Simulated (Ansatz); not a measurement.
Cost and result for the atomization energy of C₄H₈S (`C[C@H]1C[C@@H]1S`) (13 atoms, 13 bonds).

Z-matrix (Å, degrees):
```
C
C 1 1.501
H 1 1.093 2 111.4
H 1 1.093 2 111.0 3 120.1
H 1 1.093 2 111.1 3 -120.3
C 2 1.495 1 120.5 3 -155.5
C 2 1.499 1 119.6 3 -84.6
H 2 1.085 1 115.5 3 58.7
H 6 1.084 2 118.3 1 2.2
H 6 1.083 2 118.2 1 -144.0
S 7 1.777 2 121.4 1 144.7
H 7 1.085 2 116.6 1 -4.1
H 11 1.344 7 97.6 2 -74.6
```

The species carries charge 0 and has multiplicity 1. The geometry is a stationary point of PBE0-D4/def2-TZVP. It is one conformer, not always the lowest. Program: Ansatz. All runs use 4 threads of an AMD EPYC 9R14 on a shared host. Times are those of one run each, without the atoms' runs, and a repeat can differ threefold. Electronic energies, without spin–orbit coupling; frozen cores. CCSD(T)/CBS adds CCSD(T) − MP2 in def2-TZVPP to the MP2 limit, and its time is that of the two runs behind it. T1 = 0.009. B3LYP takes the VWN-RPA correlation (the form of Gaussian; ORCA's B3LYP/G).

CCSD(T)/CBS is a level of theory with its own doubt, some kJ/mol a heavy atom from the limit and from the frozen cores, so smaller differences don't rank the functionals.

```tsv
level	functions	wall time	atomization (kcal/mol)	difference from CCSD(T)/CBS	per bond
PBE-D4/def2-TZVPP (with forces)	278	1.9 s	1237.5	30.1	2.3
PBE0-D4/def2-TZVPP	278	2.2 s	1221.9	14.5	1.1
r2SCAN-D4/def2-TZVPP (with forces)	278	3.1 s	1213.8	6.4	0.5
B3LYP-D4/def2-TZVPP (with forces)	278	3.5 s	1207.5	0.1	0.0
B2PLYP/def2-TZVPP	278	4.2 s	1195.5	-11.9	-0.9
ωB97X-V/def2-TZVPP	278	5 s	1213.4	6.0	0.5
ωB97M-V/def2-TZVPP (with forces)	278	7.5 s	1214.4	7.0	0.5
MP2/def2-QZVPP	538	18 s	1212.7	5.3	0.4
CCSD(T)/def2-TZVPP	278	120 s	1179.8	-27.6	-2.1
CCSD(T)/CBS(def2)	–	2.2 min	1207.4	0.0	0.0
```

In def2-TZVPP, CCSD(T) changes the Hartree–Fock value by +284.6 kcal/mol (the triples alone add +16.9 kcal/mol) and MP2 by +301.4 kcal/mol; breaking electron pairs costs correlation energy, which Hartree–Fock lacks. The D4 term adds +10.0 kcal/mol with B3LYP and +5.2 kcal/mol with PBE0; it sums over pairs of atoms, weighted by their polarisabilities, and B3LYP, whose exchange is more repulsive, gets the larger term. From PBE to PBE0 (25 % exact exchange), in def2-TZVPP and without D4, the atomization energy moves by −14.6 kcal/mol: exact exchange takes away binding that semilocal exchange gives to molecules.
